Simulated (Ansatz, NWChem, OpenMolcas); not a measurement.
**P2 (diphosphorus): the vertical ionisation energy, rung by rung**

P2 has 2 atoms, charge 0, and is taken as a singlet. As SMILES, `P#P`. Geometry: the measured bond length.

```tsv
atom	x (Å)	y (Å)	z (Å)
P	0.0000	0.0000	0.0000
P	0.0000	0.0000	1.8934
```

Quantity: the vertical ionisation energy, in eV. The values are calculated.

Measured value to compare with: NIST CCCBDB gives the vertical ionisation energy of the gas as 10.62 eV.

```csv
level,kind,program,value (eV),computed − measured
HF/def2-TZVPPD,Hartree–Fock,OpenMolcas,9.19,-1.43
BLYP/def2-TZVPPD,GGA,NWChem,10.31,-0.31
PBE/def2-TZVPPD,GGA,Ansatz,10.50,-0.12
TPSS/def2-TZVPPD,meta-GGA,OpenMolcas,10.49,-0.13
BHLYP/def2-TZVPPD,global hybrid,Ansatz,10.19,-0.43
wB97M-V/def2-TZVPPD,range-separated hybrid,Ansatz,10.31,-0.31
CCSD(T)/def2-TZVPPD,coupled cluster or CI,Ansatz,10.56,-0.06
CCSD/def2-TZVPPD,coupled cluster or CI,Ansatz,10.39,-0.23
"FCI/STO-3G, open shells restricted",exact in the basis,OpenMolcas,6.10,-4.52
```

Nearest: CCSD(T)/def2-TZVPPD (-0.06 eV); farthest: FCI/STO-3G, open shells restricted (-4.52 eV). Computed less measured by kind, in eV (def2-TZVPPD rows): Hartree–Fock -1.43; GGA -0.31 to -0.12; meta-GGA -0.13; global hybrid -0.43; range-separated hybrid -0.31; coupled cluster or CI -0.23 to -0.06. Spin contamination of the reference (⟨S²⟩ at least 0.1 too high) touches CCSD(T)/def2-TZVPPD, CCSD/def2-TZVPPD. The coupled-cluster rows rest on a doubtful reference here (large T1 or Brueckner and Hartree–Fock orbitals at odds), and rows may lie in different states. High-level rows in very small sets aren't better than simpler rows in larger ones.
